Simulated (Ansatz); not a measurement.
Basis-set extrapolation for C₃H₄OS (`OCC#CS`) (PBE0-D4/def2-TZVP geometry, frozen core, Ansatz). Multiplicity 1, RHF reference.

|  | def2-TZVPP | def2-QZVPP |
| --- | --- | --- |
| HF | -588.336570 | -588.356148 |
| MP2 correlation | -0.882048 | -0.947293 |
| CCSD(T) correlation | -0.955403 | not run |

Energies in hartree. Use E(X) = E(∞) + A·exp(−7.88·√X) for Hartree–Fock and E(X) = E(∞) + B·X^(−2.97) for correlation, with X = 3 and 4, and add CCSD(T) minus MP2 of the smaller set to the MP2 limit.

Question: What is the CCSD(T) energy at the basis-set limit?

Answer: HF limit: -588.356148 + (-0.019578) × 0.13774 = -588.35884. MP2 limit: -0.947293 + (-0.065245) × 0.74074 = -0.99562. Higher-order term: -0.955403 − (-0.882048) = -0.07335. Total: -589.42781 hartree, 356.6 kJ/mol below CCSD(T)/def2-TZVPP.
